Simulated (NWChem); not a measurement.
Basis-set convergence for phosphine (H3P)

SMILES: P
```xyz
4

P     -0.1302    -0.0034     0.0000
H      0.6666    -0.5810     1.0357
H      0.6666    -0.5810    -1.0357
H      0.6204     1.2123     0.0000
```
Charge 0, spin multiplicity 1.

All runs are NWChem calculations. The geometry was optimised at PBE0/def2-SVP, a minimum by its harmonic frequencies.

Quantity: LUMO energy at the level PBE0.

The Pople sets run with spherical d functions.

| basis | functions | LUMO energy (eV) |
|---|---|---|
| STO-3G | 12 | ___ |
| 6-31+G* | 28 | 0.09 |
| def2-SVP | 33 | 1.24 |
| pcseg-1 | 33 | 0.76 |
| cc-pVDZ | 33 | ___ |
| def2-SVPD | 48 | 0.81 |
| pcseg-2 | 76 | ___ |
| aug-cc-pVTZ | 119 | -0.19 |
| cc-pVQZ | 149 | 0.67 |
| def2-QZVP | 160 | 0.59 |

Q: What belongs in the gaps?

A: 
- STO-3G, LUMO energy (eV): 7.60
- cc-pVDZ, LUMO energy (eV): 1.15
- pcseg-2, LUMO energy (eV): 0.64

This LUMO lies above zero in the largest set, so its value hangs on the diffuse functions.
